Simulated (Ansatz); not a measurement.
Relaxation of C2H5S (8 atoms, charge 0, multiplicity 2), to a largest force component of 0.015 eV/Å in at most 40 steps.

Computed with UKS BLYP-D4/def2-SVP in Ansatz 0.2.0.

```xyz
8
Properties=species:S:1:pos:R:3:forces:R:3
C -0.534 0.253 -0.789 -2.30 1.07 -1.03
C 0.599 0.118 0.072 0.67 0.04 0.34
S 1.627 -1.238 -0.518 0.72 -1.98 2.01
H -1.243 1.077 -0.589 -0.12 -0.03 -0.01
H -0.661 -0.264 -1.745 0.09 -0.20 -0.04
H 0.280 -0.074 1.119 0.27 -0.12 0.19
H 1.184 1.056 0.073 0.28 0.31 0.34
H 1.902 -0.717 -1.668 0.39 0.91 -1.80
```

Task: Where does it end, and by what steps?

Result: The run converged. After 14 steps the energy has fallen by 0.422 eV; H4 moved furthest, 1.12 Å.

| step | energy less start (eV) | largest force component (eV/Å) | accepted |
| --- | --- | --- | --- |
| 0 | 0.0000 | 2.299 | yes |
| 1 | -0.2491 | 0.769 | yes |
| 2 | -0.2783 | 0.215 | yes |
| 3 | -0.2929 | 0.097 | yes |
| 4 | -0.2847 | 0.991 | no |
| 5 | -0.3058 | 0.094 | yes |
| 6 | -0.3200 | 0.180 | yes |
| 7 | -0.3352 | 0.443 | yes |
| 8 | -0.3534 | 0.309 | yes |
| 9 | -0.3687 | 0.645 | yes |
| 10 | -0.4076 | 0.072 | yes |
| 11 | -0.4097 | 0.261 | yes |
| 12 | -0.4192 | 0.120 | yes |
| 13 | -0.4209 | 0.098 | yes |
| 14 | -0.4217 | 0.011 | yes |

```xyz
8
Properties=species:S:1:pos:R:3
C -0.612 0.332 -0.775
C 0.525 0.076 0.122
S 1.790 -1.126 -0.692
H -0.581 1.171 -1.488
H -1.383 -0.437 -0.924
H 0.245 -0.485 1.036
H 1.080 0.986 0.415
H 2.091 -0.304 -1.739
```

Run time: 69 s on 1 thread of Arm Neoverse N1 (shared host), peak memory 0.14 GiB.
